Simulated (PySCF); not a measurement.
## Beryllium: a sound run and one with changed settings

Sound run: Be [He] 2s2, Be⁺ [He] 2s1. Calculation: PySCF 2.14, in aug-cc-pVDZ-DK (4s3p2d, 23 functions); scalar relativity by spin-free X2C-1e. The sound run starts from symmetry-adapted Hartree-Fock orbitals and uses a fine grid where one is needed.

Changed run: 14 angular points. This setting is unsound on purpose.

```
species  method  sound run (hartree)  changed run (hartree)  converged
     Be     UHF            -14.57489              -14.57489        yes
     Be   B3LYP            -14.67391              -14.67391        yes
     Be   M06-L            -14.66346              -14.66346        yes
    Be⁺     UHF            -14.27811              -14.27811        yes
    Be⁺   B3LYP            -14.33733              -14.33733        yes
    Be⁺   M06-L            -14.33604              -14.33604        yes
```

Ionisation energy of Be:

```tsv
method	sound run (eV)	changed run (eV)
UHF	8.076	8.076
B3LYP	9.159	9.159
M06-L	8.910	8.910
```

Here the setting changes nothing at the digits shown.

For comparison, NIST gives 9.323 eV between the lowest levels.
